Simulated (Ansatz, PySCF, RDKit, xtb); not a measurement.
**Which structure has the formula C2H6Si+?**

Task: start from the formula C2H6Si+ (charge +1, odd number of electrons), draw up candidate structures, narrow them down in stages, and characterise the one that lies lowest at 298.15 K.

Plan: many cheap relaxations first (GFN2-xTB), then density-functional screening, relaxation at B3LYP-D3(BJ)/def2-SVP, vibrations and a final energy. The numbers are computed, not measured.

3 further runs of the same task are left out: 3 set aside as unsound or not needed.

## Step 1: Drawing up candidates

All bonding patterns within simple valence rules are listed by program: one Lewis structure each, at most two rings and one unusual centre or charged pair. O–O, O–halogen and N–halogen bonds and N–N–N chains are not drawn. That gives 5 candidates.

```csv
label,SMILES,spin
c310,[CH2][SiH+]C,doublet
c686,C[CH][SiH2+],doublet
c749,[CH2][SiH2][CH2+],doublet
c821,[CH2+][CH][SiH3],doublet
c951,[CH2]C[SiH2+],doublet
```

Candidates are built by distance geometry, with a force field where one applies, in up to four conformers (letters a to d).

Q: Predict the outcome of this search (final energies at CCSD(T)/def2-SVP + MP2/def2-TZVPP - MP2/def2-SVP).

| quantity | value |
| --- | --- |
| lowest structure found | [CH2][SiH+]C, doublet, Cs |
| next finalist | [CH2]1[CH2][SiH2]1 ‡, doublet, 6.7 kcal/mol higher in G |
| share at equilibrium, among the finalists | 100.0 % |
| harmonic wavenumbers, lowest and highest (B3LYP-D3(BJ)/def2-SVP) | 74 and 3240 cm⁻¹ |
| rotational constants, same geometry | 0.8484, 0.2004, 0.1672 cm⁻¹ |
| HOMO energy (highest over α and β) (PBE0/def2-TZVPD) | -13.93 eV |
| LUMO energy (lowest over α and β) (PBE0/def2-TZVPD) | -9.80 eV |
| lowest excitation (TD-PBE0/def2-SVPD) | 3.78 eV (f = 0.000) |
| strongest of the states computed, same level | 5.00 eV (f = 0.127) |
| vertical ionisation energy (to the singlet ion of charge +2) | 16.41 eV |
| vertical recombination energy (electron added) | 7.84 eV |
| vertical quartet less doublet | +5.87 eV |

The search ends on `[CH2][SiH+]C`. Among the finalists first place is clear (6.7 kcal/mol); structures outside the list aren't covered. HF/STO-3G, r2SCAN-D4/def2-SVP, B3LYP-D3(BJ)/def2-SVP, HF/def2-SVP and MP2/def2-SVP already put its bonding pattern lowest among the structures in one piece; GFN2-xTB favours the doublet C[CH][SiH2+]. The stability test raises a flag; for an open shell a flag towards a general spinor solution can be the free rotation of the spin. The search is not exhaustive (a finite list of starts, one conformer a finalist), so a lower isomer can't be ruled out. Patterns outside the rules of the enumeration were met only by chance.

‡ marks the bonded skeleton alone, with all bonds drawn single: no Lewis structure was assigned that passes a check against the bond lengths.
